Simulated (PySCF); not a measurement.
One of the candidates below gave these computed data.

All candidates are C5H9N.

- Polarisability: 63.1 au [CAM-B3LYP/def2-SVPD]
- UV, first state: lowest singlet excitation: 7.94 eV (156 nm, f = 0.000) [TDDFT CAM-B3LYP/def2-SVPD]
- UV, strongest line: among the 8 lowest singlet transitions: S4/S5 at 8.89 eV (139 nm, f = 0.127 summed over these states) [TDDFT CAM-B3LYP/def2-SVPD]
- Dipole: 4.14 D [CAM-B3LYP/def2-SVPD]
- Rotational structure: rotational constants A, B, C: 4.541, 2.814, 2.813 GHz [GFN2-xTB]
- Triplet: lowest triplet excitation (Tamm–Dancoff): 6.59 eV [TDA CAM-B3LYP/def2-SVPD]

Electronic properties: PySCF, gas phase, density fitting. Levels stand in brackets. Isolated species at its GFN2-xTB geometry, gas phase.

Question: Which candidate is it?
A. `CC(C)(C)C#N`
B. `CN(C)C1=CC1`
C. `C=NC1CCC1`

Answer: A. It is `CC(C)(C)C#N`. Numbering: `[CH3:1][C:2]([CH3:3])([CH3:4])[C:5]#[N:6]`. Its formula, C5H9N, gives 2 degrees of unsaturation: 0 rings and 2 π bonds in the structure found. The optimised geometry has point group C3v and is a prolate symmetric top (the spread among constants that symmetry makes equal is optimisation noise).

The others, at the same levels:
- `C=NC1CCC1` fails: its computed lowest singlet excitation is 4.92 eV (252 nm, f = 0.001) (against 7.94 eV), lowest triplet excitation (Tamm–Dancoff) is 4.12 eV (against 6.59 eV) and strongest line among the 8 lowest singlet transitions is S3 at 7.50 eV (165 nm, f = 0.247) (against S4/S5 at 8.89 eV).
- `CN(C)C1=CC1` fails: its computed lowest singlet excitation is 5.28 eV (235 nm, f = 0.040) (against 7.94 eV), lowest triplet excitation (Tamm–Dancoff) is 4.05 eV (against 6.59 eV) and static isotropic polarisability is 69.0 au (against 63.1 au).

Each candidate is one conformer, not necessarily the lowest. The conformers computed, where there is a choice (atom-mapped SMILES and torsion angles):
- `[CH2:1]=[N:2][CH:3]1[CH2:4][CH2:5][CH2:6]1`: C1–N2–C3–C4 130°
- `[CH3:1][N:2]([CH3:3])[C:4]1=[CH:5][CH2:6]1`: C1–N2–C4–C5 20°
